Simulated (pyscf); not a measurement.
Thermochemistry of product channels of `[H]` [doublet] + `[OH][OH]` on the doublet surface, in kcal/mol, from ωB97M-D3(BJ)/def2-TZVP energies (ideal gas, 1 atm, RRHO with modes under 100 cm⁻¹ raised to 100, one conformer, R ln 2 for rigid chiral ones). Structures and frequencies: ωB97X-D3(BJ)/def2-SVP in PySCF.

| products | ΔE | ΔH(298 K) | ΔG(298 K) | ΔG(1200 K) |
|---|---|---|---|---|
| `[OH2]` + `[OH]` [doublet] | -68.6 | -66.3 | -67.7 | -70.7 |
| `[H][H]` + `[O]` [triplet] + `[OH]` [doublet] | (withheld) | +47.4 | +39.3 | +13.4 |

Complete the blanks.


- `[H][H]` + `[O]` [triplet] + `[OH]` [doublet], ΔE: +51.2

These are energies of the channels, which say nothing of barriers. Left out: orbital degeneracy and the spin-orbit lowering of OH, O.
